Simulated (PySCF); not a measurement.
A GIAO shielding run with PySCF (density fitting, non-relativistic, gas phase) on `O=P(O)(O)O`, H₃O₄P:

```
$ OMP_NUM_THREADS=1 python probes_run.py task.json out

{"job": {"kind": "nmr", "xc": "PBE0", "basis": "pcSseg-2"}, "charge": 0, "multiplicity": 1}
O     -0.037715    -0.120145     1.774567
P     -0.102714    -0.047533     0.323344
O     -0.522285     1.331055    -0.340686
O      1.281706    -0.350572    -0.412945
O     -1.159790    -1.031090    -0.315408
H     -0.064616     2.082971     0.048823
H      1.851367    -0.887672     0.148236
H     -1.198054    -0.995803    -1.276755
```

Hardware: 1 thread of an Arm Neoverse N1, shared host. The job also computes population analyses, field gradients.

(1) How large is the calculation?

(2) How long does it take, and how much memory does it need?

(3) And these other runs on the same molecule and hardware: GIAO shielding at B97-2/pcSseg-2; GIAO shielding at KT3/pcSseg-2; GIAO shielding at wB97X-D/pcSseg-2?

## Answers

(1) 50 electrons, 229 basis functions and 661 auxiliary functions.

(2) 32 s of wall time, with 14 SCF cycles and 4 response iterations; peak memory 0.81 GiB. Times on a shared host scatter by some tens of per cent.

(3) B97-2/pcSseg-2: 229 functions, 32 s; KT3/pcSseg-2: 229 functions, 42 s; wB97X-D/pcSseg-2: 229 functions, 40 s.
